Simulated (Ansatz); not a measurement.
Relaxing arsenic (grey arsenic (A7))

Computed with Ansatz 0.2.0, DFT, RPBE, plane waves (420 eV) with PAW, scalar-relativistic. (PAW data from PBE, frozen cores regenerated.)

k-point mesh 10×10×10, Fermi-Dirac smearing 0.1 eV, no spin polarisation. Cell and atoms relax.

Starting structure:

```
As
1.0
     1.88080    1.08588    3.51406
    -1.88080    1.08588    3.51406
     0.00000   -2.17176    3.51406
As
2
Direct
  0.77400 0.77400 0.77400
  0.22600 0.22600 0.22600
```

Question: The pressure at the start is 5.5 GPa. By how much does the volume change?

Answer: From 21.53 to 39.89 Å³ per atom, 85.3 %. The final cell has a = 3.647 Å, c = 20.776 Å (c/a = 5.696).

Question: How much energy does the relaxation gain?

Answer: 108.8 meV per atom.

This functional, with no dispersion term, lets the cell expand far past the measured one.
